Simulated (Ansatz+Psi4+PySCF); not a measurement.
A calculation with Psi4 1.11.

```
molecule {
0 1
N 0.000000 0.000000 0.116490
H 0.000000 1.879460 -0.660110
H 0.813830 -0.469860 -0.271810
H -0.813830 -0.469860 -0.271810
}

set basis cc-pVTZ
set reference rhf
set scf_type pk
set mp2_type conv
set cc_type conv
set num_frozen_docc 1
energy('mp2')
```

The input is written out from the run's settings.

Output:

```
Converged                                                          : yes
Reference energy                                                   : -56.01724 hartree
Correlation energy                                                 : -0.25940 hartree
Total energy                                                       : -56.27663 hartree
Spin squared of the determinant                                    : 0.000
Occupied orbitals by symmetry in an Abelian subgroup (alpha; beta) : 4 Ap 1 App; 4 Ap 1 App
```

Caution: large amplitudes, a single reference is doubtful; an unrestricted determinant lies well below.
